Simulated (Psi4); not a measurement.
# TPSSh/def2-TZVP run of SiF2 (SMILES F[Si]F)

Aim: the vertical singlet–triplet gap of SiF2 at TPSSh/def2-TZVP, from 2 runs. 

The calculation is run with Psi4 1.11.

### 1 The structure to begin with

SiF2: 3 atoms, total charge 0, spin state singlet. As SMILES, `F[Si]F`. The shape is that of a PBE0-D4/def2-TZVP optimisation.

Bond lengths: F1–Si2 1.602 Å, Si2–F3 1.602 Å. Angles: F1–Si2–F3 100.6°.

### 2 Energy and forces at TPSSh/def2-TZVP

Input file input.json:

```json
{
  "schema_name": "qcschema_input",
  "schema_version": 1,
  "molecule": {
    "schema_name": "qcschema_molecule",
    "schema_version": 2,
    "symbols": ["F", "Si", "F"],
    "geometry": [0.31426145, 2.35611053, 0.43350317, -1.12419807, -0.08768329, -0.62379859, 0.80993662, -2.26842724, 0.19029542],
    "molecular_charge": 0,
    "molecular_multiplicity": 1,
    "fix_symmetry": "c1",
    "fix_com": true,
    "fix_orientation": true
  },
  "driver": "gradient",
  "model": {
    "method": "tpssh",
    "basis": "def2-TZVP"
  },
  "keywords": {
    "puream": true,
    "e_convergence": 1e-09,
    "d_convergence": 1e-08,
    "scf_type": "pk",
    "dft_radial_points": 99,
    "dft_spherical_points": 590,
    "scf_properties": ["LOWDIN_CHARGES", "DIPOLE", "MULLIKEN_CHARGES"]
  }
}
```

Run with:

```bash
$ psi4 --qcschema input.json -n 1 --memory 1600MB
```

stdout:

```text
[...]
  Running in c1 symmetry.
[...]
  Nuclear repulsion =  100.658413757844158
[...]
  Multiplicity = 1
[...]
  Nalpha       = 16
  Nbeta        = 16
[...]
    Number of basis functions: 99
[...]
   @RKS iter   1:  -489.26892576068610   -4.13573e-01   6.25816e-03 DIIS/ADIIS
[...]
   @RKS iter  10:  -489.37517509383895   -1.87015e-11   3.97364e-09 DIIS
[...]
    Orbital Energies [Eh]
    ---------------------
    Doubly Occupied:
       1A    -66.056758     2A    -24.611056     3A    -24.611053
       4A     -5.278909     5A     -3.629184     6A     -3.626153
       7A     -3.622075     8A     -1.190071     9A     -1.169315
      10A     -0.544998    11A     -0.479766    12A     -0.450256
      13A     -0.448726    14A     -0.419875    15A     -0.402368
      16A     -0.281891
[...]
  @RKS Final Energy:  -489.37517509383895
   => Energetics <=
    Nuclear Repulsion Energy =            100.6584137578441585
    One-Electron Energy =                -880.6088926858064951
    Two-Electron Energy =                 328.4309214090832825
    DFT Exchange-Correlation Energy =     -37.8556175749599504
    Empirical Dispersion Energy =           0.0000000000000000
    VV10 Nonlocal Energy =                  0.0000000000000000
    Total Energy =                       -489.3751750938389478
[...]
 Multipole Moments:
 ------------------------------------------------------------------------------------
     Multipole            Electronic (a.u.)      Nuclear  (a.u.)        Total (a.u.)
 ------------------------------------------------------------------------------------
 L = 1.  Multiply by 2.5417464519 to convert [e a0] to [Debye]
 Dipole X            :          5.2834825           -5.6209903           -0.3375079
 Dipole Y            :          0.4121045           -0.4384165           -0.0263119
 Dipole Z            :          2.9317169           -3.1189930           -0.1872761
 Magnitude           :                                                    0.3868801
[...]
  Mulliken Charges: (a.u.)
   Center  Symbol    Alpha    Beta     Spin     Total
       1     F     4.63411  4.63411  0.00000 -0.26823
       2    SI     6.73177  6.73177  0.00000  0.53646
       3     F     4.63412  4.63412  0.00000 -0.26823
   Total alpha = 16.00000, Total beta = 16.00000, Total charge =  0.00000
  Lowdin Charges: (a.u.)
   Center  Symbol    Alpha    Beta     Spin     Total
       1     F     4.50379  4.50379  0.00000 -0.00758
       2    SI     6.99242  6.99242  0.00000  0.01516
       3     F     4.50379  4.50379  0.00000 -0.00758
[...]
  -Total Gradient:
     Atom            X                  Y                   Z
    ------   -----------------  -----------------  -----------------
       1       -0.002089487492    -0.004035516806    -0.001589800819
       2        0.005122625518     0.000403047369     0.002842847840
       3       -0.002909840022     0.003642068616    -0.001184632989
[...]
```

The result, in JSON:

```text
{
 "driver": "gradient",
 "model": {
  "method": "tpssh",
  "basis": "def2-TZVP"
 },
 "success": true,
 "return_result": [-0.0020894874923887974, -0.004035516805770828, -0.0015898008188317686, 0.005122625517914647, 0.0004030473685226188, 0.0028428478401048562, -0.0029098400224507603, 0.0036420686161513782, -0.0011846329890712187],
 "properties": {
  "calcinfo_nbasis": 99,
  "calcinfo_nmo": 99,
  "calcinfo_nalpha": 16,
  "calcinfo_nbeta": 16,
  "calcinfo_natom": 3,
  "nuclear_repulsion_energy": 100.65841375784416,
  "return_energy": -489.37517509383895,
  "return_gradient": [-0.0020894874923887974, -0.004035516805770828, -0.0015898008188317686, 0.005122625517914647, 0.0004030473685226188, 0.0028428478401048562, -0.0029098400224507603, 0.0036420686161513782, -0.0011846329890712187],
  "scf_one_electron_energy": -880.6088926858065,
  "scf_two_electron_energy": 328.4309214090833,
  "scf_xc_energy": -37.85561757495995,
  "scf_dipole_moment": [-0.33750788618193894, -0.02631192955449968, -0.18727606396870966],
  "scf_total_energy": -489.37517509383895,
  "scf_total_gradient": [-0.0020894874923887974, -0.004035516805770828, -0.0015898008188317686, 0.005122625517914647, 0.0004030473685226188, 0.0028428478401048562, -0.0029098400224507603, 0.0036420686161513782, -0.0011846329890712187],
  "scf_iterations": 10
 }
}
```

Run time: 23 s. Hardware: 1 thread of Intel Xeon 6975P-C (Granite Rapids), shared host; peak memory 0.73 GiB.

### 3 The triplet: the energy at UTPSSh/def2-TZVP

Input file input.json:

```json
{
 "schema_name": "qcschema_input",
 "schema_version": 1,
 "molecule": {
  "schema_name": "qcschema_molecule",
  "schema_version": 2,
  "symbols": ["F", "Si", "F"],
  "geometry": [0.31426145, 2.35611053, 0.43350317, -1.12419807, -0.08768329, -0.62379859, 0.80993662, -2.26842724, 0.19029542],
  "molecular_charge": 0,
  "molecular_multiplicity": 3,
  "fix_symmetry": "c1",
  "fix_com": true,
  "fix_orientation": true
 },
 "driver": "energy",
 "model": {
  "method": "tpssh",
  "basis": "def2-TZVP"
 },
 "keywords": {
  "reference": "uks",
  "puream": true,
  "e_convergence": 1e-09,
  "d_convergence": 1e-08,
  "scf_type": "pk",
  "dft_radial_points": 99,
  "dft_spherical_points": 590,
  "maxiter": 100,
  "scf_properties": ["MAYER_INDICES", "QUADRUPOLE", "WIBERG_LOWDIN_INDICES"]
 }
}
```

Run with:

```bash
$ psi4 --qcschema input.json -n 1 --memory 1600MB
```

stdout:

```text
[...]
  Running in c1 symmetry.
[...]
  Nuclear repulsion =  100.658413757844158
[...]
  Multiplicity = 3
[...]
  Nalpha       = 17
  Nbeta        = 15
[...]
    Number of basis functions: 99
[...]
   @UKS iter   1:  -489.15962389175644   -3.04271e-01   6.06539e-03 DIIS/ADIIS
[...]
   @UKS iter  11:  -489.26448083548496   -7.10543e-12   4.51585e-09 DIIS
[...]
   @S^2 Observed:                2.001472439E+00
[...]
    Orbital Energies [Eh]
    ---------------------
    Alpha Occupied:
       1A    -66.079752     2A    -24.620428     3A    -24.620425
       4A     -5.302873     5A     -3.651919     6A     -3.650757
       7A     -3.650535     8A     -1.199236     9A     -1.178875
      10A     -0.560988    11A     -0.492192    12A     -0.460767
      13A     -0.456930    14A     -0.427097    15A     -0.408747
      16A     -0.344414    17A     -0.170872
    Alpha Virtual:
      18A     -0.031896    19A      0.004895    20A      0.143112
      21A      0.157952    22A      0.187938    23A      0.188268
      24A      0.216842    25A      0.227798    26A      0.298222
[...]
  @UKS Final Energy:  -489.26448083548496
   => Energetics <=
    Nuclear Repulsion Energy =            100.6584137578441585
    One-Electron Energy =                -880.1493242619837929
    Two-Electron Energy =                 328.1007517915689391
    DFT Exchange-Correlation Energy =     -37.8743221229142790
    Empirical Dispersion Energy =           0.0000000000000000
    VV10 Nonlocal Energy =                  0.0000000000000000
    Total Energy =                       -489.2644808354849602
[...]
 Multipole Moments:
 ------------------------------------------------------------------------------------
     Multipole            Electronic (a.u.)      Nuclear  (a.u.)        Total (a.u.)
 ------------------------------------------------------------------------------------
 L = 1.  Multiply by 2.5417464519 to convert [e a0] to [Debye]
 Dipole X            :          5.0275956           -5.6209903           -0.5933948
 Dipole Y            :          0.3921434           -0.4384165           -0.0462731
 Dipole Z            :          2.7897292           -3.1189930           -0.3292637
 Magnitude           :                                                    0.6802008
 L = 2.  Multiply by 1.3450342976 to convert [e a0^2] to [Debye ang]
 Quadrupole XX       :        -40.1659574           24.4863165          -15.6796409
 Quadrupole XY       :          8.6767961           -8.4916008            0.1851953
[...]
```

The result, in JSON:

```text
{
 "driver": "energy",
 "model": {
  "method": "tpssh",
  "basis": "def2-TZVP"
 },
 "success": true,
 "return_result": -489.26448083548496,
 "properties": {
  "calcinfo_nbasis": 99,
  "calcinfo_nmo": 99,
  "calcinfo_nalpha": 17,
  "calcinfo_nbeta": 15,
  "calcinfo_natom": 3,
  "nuclear_repulsion_energy": 100.65841375784416,
  "return_energy": -489.26448083548496,
  "scf_one_electron_energy": -880.1493242619838,
  "scf_two_electron_energy": 328.10075179156894,
  "scf_xc_energy": -37.87432212291428,
  "scf_dipole_moment": [-0.5933947863183757, -0.046273096354242316, -0.3292637247781709],
  "scf_total_energy": -489.26448083548496,
  "scf_iterations": 11
 }
}
```

It took 34 s on 1 thread of Intel Xeon 6975P-C (Granite Rapids), shared host; peak memory 0.73 GiB.

### 4 Summary of results

At TPSSh/def2-TZVP:

```
                                        quantity          value
                           singlet: total energy  -489.37518 Eh
                          singlet: dipole moment         0.98 D
                            singlet: HOMO energy       -7.67 eV
                            singlet: LUMO energy       -2.58 eV
                          singlet: HOMO–LUMO gap        5.09 eV
               singlet: largest force on an atom     0.302 eV/Å
                           triplet: total energy  -489.26448 Eh
                          triplet: dipole moment         1.73 D
     triplet: HOMO energy (highest over α and β)       -4.65 eV
                                   triplet: ⟨S²⟩          2.001
vertical energy of the triplet above the singlet       3.012 eV
```

What this shows: At this shape the triplet lies 3.01 eV (291 kJ/mol) above the singlet. The largest force (singlet) is 0.30 eV/Å: the shape isn't a stationary point for this species at this level. Mulliken charges (singlet) run from -0.27 on F1 to +0.54 on Si2; they depend strongly on the basis.
